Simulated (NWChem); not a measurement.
System: AlCl$_{3}$; SMILES [Cl][Al]([Cl])[Cl]

Input file for NWChem:

```
start job
memory heap 200 mb stack 900 mb global 1100 mb
geometry units angstroms noautosym nocenter noautoz
  Al     0.000000     0.000000     0.002297
  Cl    -2.037473     0.455994    -0.000159
  Cl     1.413639     1.536506    -0.000159
  Cl     0.623834    -1.992500    -0.000159
end
basis spherical
  * library def2-svpd
end
dft
  xc xpbe96 cpbe96
  iterations 150
end
tddft
  nroots 8
  notriplet
end
task tddft energy
```

All runs use the structure optimised with B3LYP/6-31G* (spherical d).

Vertical excitations in the gas phase.

Give the results of this calculation. (PBE/def2-SVPD, full TDDFT.) Quantities: lowest excitation, singlet (eV); oscillator strength of that lowest state; lowest state with f > 0.02, singlet (eV); oscillator strength of that bright state; orbital gap (eV).


| Item | Result |
|---|---|
| lowest excitation, singlet (eV) | 5.70 |
| oscillator strength of that lowest state | 0.000 |
| lowest state with f > 0.02, singlet (eV) | 6.33 |
| oscillator strength of that bright state | 0.029 |
| orbital gap (eV) | 5.60 |
